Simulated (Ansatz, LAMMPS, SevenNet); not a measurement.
## How well does each level of theory give the longitudinal phonon frequency at L of fcc Al?

Reference value: 323 cm⁻¹ (measured, temperature not stated, no zero-point or thermal correction; as tabulated in Savrasov and Savrasov (1996), arXiv:cond-mat/9604124).

| level (code) | value (cm⁻¹) | cell (Å³/atom) |
|---|---|---|
| MEAM library.meam-Al (LAMMPS) | 363 | 16.61 |
| SevenNet-l3i5 (SevenNet) | 265 | 16.47 |
| r²SCAN (Ansatz) | ___ | 15.90 |

Q: Fill in the missing entries.

A: 
- r²SCAN (Ansatz, a quantum-chemistry and plane-wave program), value (cm⁻¹): 348

Differences against the reference: MEAM library.meam-Al +12.4 %, SevenNet-l3i5 -18.0 %, r²SCAN +7.7 %.

The best agreement in this table is that of r²SCAN (+7.7 %). Farthest off: SevenNet-l3i5 (-18.0 %). Of these only r²SCAN lands within 10 %.

The measured value isn't corrected to a static lattice, so vibrations enter the comparison.  Each level is taken at its own relaxed cell. Ansatz's density-functional and Hartree–Fock values are scalar-relativistic unless marked +SOC, with PAW data made under PBE.

Empirical potentials (MEAM library.meam-Al) are fitted to chosen data, which need not cover the solid at hand: agreement can be built in, and what lay outside the fit can be far off. Machine-learned potentials (SevenNet-l3i5) are trained on DFT data, which may include these solids.

Differences are worked out from the printed values.
